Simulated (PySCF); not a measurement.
Phosphanide, PH2 (charge -1).
Numbering: `[PH2-:1]` (hydrogens: H2, H3 on P1)

Geometry (PBE0-D3(BJ)/def2-SVP, Å), atoms numbered from 1 in this order:
```
atom  x, y, z in Å
P1     0.0469    0.3328   -0.0944
H2    -1.0172   -0.6522   -0.1172
H3     1.0435   -0.7209   -0.1206
```

Computed with PySCF at PBE0/pcSseg-1, non-relativistic, on one gas-phase PBE0-D3(BJ)/def2-SVP geometry that isn't relaxed in the solvent. The solvent is an IEF-PCM continuum (cavity from Bondi-type radii × 1.2). Specific hydrogen bonds and non-electrostatic terms are outside this model.

Gas phase at PBE0/pcSseg-1: HOMO 1.66 eV, LUMO 7.41 eV.

Task: What does the continuum do to the energy and the frontier levels at PBE0/pcSseg-1 in dichloromethane and acetonitrile?

Result: 
| solvent | ε | E(solvent) − E(gas) (kcal/mol) | polarisation term (kcal/mol) | distortion of the solute (kcal/mol) | HOMO (eV) | LUMO (eV) |
| --- | --- | --- | --- | --- | --- | --- |
| dichloromethane | 8.93 | -61.97 | -62.54 | 0.57 | -3.79 | 2.47 |
| acetonitrile | 35.69 | -68.06 | -68.82 | 0.76 | -4.32 | 2.01 |

Polarisation term: ½ Σ q·V over the induced surface charges. Distortion: the rise of the solute's own energy as its density leaves the gas-phase optimum. From dichloromethane to acetonitrile the lowering changes by a factor 1.10, Born's factor 1 − 1/ε by 1.09 and ε itself by 4.0.

Task: Which radius a makes Born's formula ΔE = −(q²/2a)(1 − 1/ε) give the value in acetonitrile?

Result: a = q²(1 − 1/ε)/(2|ΔE|) = 2.37 Å, with q = -1 e and |ΔE| = 0.1085 Eh; the farthest nucleus lies 1.09 Å from the centroid of the nuclei. The formula assumes a point charge at the centre of a sphere.

Task: Which IAO charges (PBE0/pcSseg-1) respond most in acetonitrile (means over atoms taken as equivalent)?

Result: 
| atoms | environment | gas (e) | solvent (e) | change |
| --- | --- | --- | --- | --- |
| P1 | phosphorus bonded to 2 H | -0.817 | -0.882 | -0.065 |
| H2/H3 | P–H hydrogen | -0.091 | -0.059 | +0.032 |

Task: Which Mayer bond orders change most in acetonitrile?

Result: 
```
 bond  length (Å)    gas  solvent  change
P1–H2       1.450  0.927    0.945  +0.018
P1–H3       1.451  0.927    0.945  +0.018
```
